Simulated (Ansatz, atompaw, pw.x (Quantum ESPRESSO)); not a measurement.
What a changed setting does to a pw.x run (bcc Al)

Potential: PAW, atompaw 4.2.0.5, PBEsol; core [Ne], reference 3s2 3p1; waves: 3s (bound): rc 3.00 bohr; 3s channel at -0.25 Ry: rc 3.00 bohr; 3p (bound): rc 2.85 bohr; 3p channel at 2.35 Ry: rc 2.85 bohr; 3d channel at 0.45 Ry: rc 3.00 bohr; 3d channel at 1.4 Ry: rc 3.00 bohr; local part: troulliermartins scheme with l = 3 at 0 Ry, radius 2.95 bohr; core correction: smooth core density matched at 1.60 bohr; augmentation: sinc compensation charge, radius 2.20 bohr; PAW radius 3.00 bohr; waves and projectors: custom polynom gramschmidtortho.

The reference run (k-mesh 14³, cutoffs 40/400 Ry, Fermi–Dirac 0.01 Ry, mixing_beta 0.4, conv_thr 1e-9, no spin) gives 0.25 GPa at 16.575 Å³/atom, where all-electron LAPW gives 0.16 GPa. This run, with its own iteration cap, changes k-mesh shift to 1.

```
&control
  calculation='scf', prefix='x', pseudo_dir='./', outdir='./tmp', tstress=.true., disk_io='none'
/
&system
  ibrav=0, nat=1, ntyp=1, ecutwfc=40, ecutrho=400, nbnd=8,
  occupations='smearing', smearing='fd', degauss=0.01
/
&electrons
  conv_thr=1e-09, mixing_beta=0.4, electron_maxstep=50
/
ATOMIC_SPECIES
Al 1.0 Al.UPF
CELL_PARAMETERS angstrom
  -1.60619344 1.60619344 1.60619344
  1.60619344 -1.60619344 1.60619344
  1.60619344 1.60619344 -1.60619344
ATOMIC_POSITIONS crystal
Al 0.0000 0.0000 0.0000
K_POINTS automatic
14 14 14 1 1 1
```

```bash
pw.x < Al.scf.in > Al.scf.out
```

Question: How does the run end?

Answer: It converges in 7 iterations; the free energy moves by +3.7 meV/atom and the pressure by -0.24 GPa.

```
Message from routine setup:
     using ibrav=0 with symmetry is DISCOURAGED, use correct ibrav instead
     lattice parameter (alat)  =       5.2572  a.u.
     unit-cell volume          =     111.8536 (a.u.)^3
     number of electrons       =         3.00
     number of Kohn-Sham states=            8
     kinetic-energy cutoff     =      40.0000  Ry
     charge density cutoff     =     400.0000  Ry
     scf convergence threshold =      1.0E-09
     Exchange-correlation= SLA PW PSX PSC
     number of k points=   100  Fermi-Dirac smearing, width (Ry)=  0.0100
     iteration #  1     ecut=    40.00 Ry     beta= 0.40
     total energy              =     -38.50982058 Ry
     estimated scf accuracy    <       0.00582668 Ry
     iteration #  2     ecut=    40.00 Ry     beta= 0.40
     negative rho (up, down):  9.207E-06 0.000E+00
     total energy              =     -38.50911050 Ry
     estimated scf accuracy    <       0.00178724 Ry
     iteration #  3     ecut=    40.00 Ry     beta= 0.40
     negative rho (up, down):  6.299E-06 0.000E+00
     total energy              =     -38.50922632 Ry
     estimated scf accuracy    <       0.00000124 Ry
     iteration #  4     ecut=    40.00 Ry     beta= 0.40
     negative rho (up, down):  2.320E-06 0.000E+00
     total energy              =     -38.50923277 Ry
     estimated scf accuracy    <       0.00000024 Ry
     iteration #  5     ecut=    40.00 Ry     beta= 0.40
     negative rho (up, down):  2.132E-06 0.000E+00
     total energy              =     -38.50923284 Ry
     estimated scf accuracy    <       0.00000009 Ry
     iteration #  6     ecut=    40.00 Ry     beta= 0.40
     negative rho (up, down):  1.352E-06 0.000E+00
     total energy              =     -38.50923284 Ry
     estimated scf accuracy    <          1.1E-09 Ry
     iteration #  7     ecut=    40.00 Ry     beta= 0.40
     negative rho (up, down):  1.768E-06 0.000E+00
     the Fermi energy is     7.8275 ev
!    total energy              =     -38.50923284 Ry
     estimated scf accuracy    <          7.8E-10 Ry
     smearing contrib. (-TS)   =      -0.00176069 Ry
     The total energy is F=E-TS. E is the sum of the following terms:
     one-electron contribution =       3.16030000 Ry
     hartree contribution      =       0.00486391 Ry
     xc contribution           =      -2.33771784 Ry
     ewald contribution        =      -5.39542568 Ry
     one-center paw contrib.   =     -33.93949255 Ry
     convergence has been achieved in   7 iterations
     negative rho (up, down):  1.768E-06 0.000E+00
          total   stress  (Ry/bohr**3)                   (kbar)     P=        0.19
     Message from routine punch:
     Nothing written, as per user request (disk_io='none')
```

The run took about 5 s on one core of a shared host (AMD EPYC 9R45 96-Core Processor, 96 threads, 376 GiB, load 64).
